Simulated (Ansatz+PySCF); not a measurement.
Results of a calculation; reference values are marked as such.
A run of Ansatz (development build ahead of 0.2.0) on triplet B2 at this shape:

```yaml
atoms:
  - { symbol: B, position_ang: [0.0000, 0.0000, -1.3770] }
  - { symbol: B, position_ang: [0.0000, 0.0000, 1.3770] }
```

Its results:

- Converged: yes
- Reference energy: -49.04299 hartree
- Correlation energy: -0.05167 hartree
- Total energy: -49.09466 hartree
- Spin squared of the determinant: 2.000

Question: Which input gives this output? Name the method, the orbitals and the basis set, and write the input.

Answer: ROHF-MP2 in 6-31G.

```yaml
crystal:
  periodic: [false, false, false]
  atoms:
    - { symbol: B, position_ang: [0.0, 0.0, -1.37701] }
    - { symbol: B, position_ang: [0.0, 0.0, 1.37701] }
basis:
  gaussian: { orbitals: "6-31G" }
magnetization:
  initial_magnetization: 2
hamiltonian:
  xc: hf
correlation:
  method: mp2
  frozen_orbitals: { B: 1 }
```

Caution: large amplitudes, a single reference is doubtful; the determinant may break the point group.
